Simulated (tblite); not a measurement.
Phosphorus trifluoride, PF3.
InChI=1S/F3P/c1-4(2)3

Computed with GFN2-xTB (tblite): harmonic, unscaled wavenumbers at the GFN2-xTB geometry, gas phase. This tight-binding method is rough: wavenumbers can miss measured ones by several per cent, in bad cases by 10 to 20.

Harmonic wavenumbers (cm⁻¹): 309.8, 309.9, 429.9, 724.8, 725.3, 818.5.

A = 7591, B = 7590, C = 4873 MHz; mass 87.969 u (most abundant isotopes); point group C3v, symmetry number 3.

What is the zero-point energy?

½Σν̃ = 1659 cm⁻¹ = 4.74 kcal/mol.

Give the ideal-gas entropy at 350 K and 1 bar in the rigid-rotor, harmonic-oscillator model (classical rotation).

Translation 40.16, rotation 22.85, vibration 5.52: S = 68.5 cal/(mol K).

And Cp and H(350 K) − H(0)?

Cp = 15.79 cal/(mol K), of which vibrations give 7.84 (their classical limit is 6 R = 11.9); H(350 K) − H(0) = 4.03 kcal/mol without the zero-point energy, 1.25 from vibrations.

Which modes carry the vibrational entropy at 350 K?

309.8 cm⁻¹: 1.64; 309.9 cm⁻¹: 1.64; 429.9 cm⁻¹: 1.10; 724.8 cm⁻¹: 0.42; 725.3 cm⁻¹: 0.42; 818.5 cm⁻¹: 0.31 cal/(mol K).

What must be added to the electronic energy to get the Gibbs energy at 350 K and 1 bar?

ZPE + [H(350 K) − H(0)] − T·S = 4.74 + 4.03 − 23.98 = -15.21 kcal/mol.

How do the functions run with temperature in this model?

| T (K) | S (cal/(mol K)) | Cp (cal/(mol K)) | H − H(0) (kcal/mol) | G − H(0) (kcal/mol) | ln q(vib) |
| --- | --- | --- | --- | --- | --- |
| 150 | 57.3 | 10.7 | 1.31 | -7.29 | 0.12 |
| 250 | 63.5 | 13.7 | 2.54 | -13.34 | 0.50 |
| 298.15 | 66.1 | 14.8 | 3.23 | -16.46 | 0.72 |
| 400 | 70.7 | 16.5 | 4.84 | -23.43 | 1.24 |
| 600 | 77.7 | 18.1 | 8.32 | -38.31 | 2.27 |
| 900 | 85.3 | 19.0 | 13.92 | -62.83 | 3.65 |

q(vib) and H(0) count from the zero-point level.
